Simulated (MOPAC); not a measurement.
MOPAC input (PM7):

```
PM7 FORCE THERMO(298,298) PRECISE LET CHARGE=1 GEO-OK AUX(PRECISION=9) THREADS=1
NO

N    -0.00000000 1   -0.00000000 1   -0.57973288 1
O    -0.00000000 1   -0.00000000 1    0.50930951 1
```

Question: Which zero-point energy does it print?

Answer: 3.25 kcal/mol, from the harmonic wavenumbers of PM7.
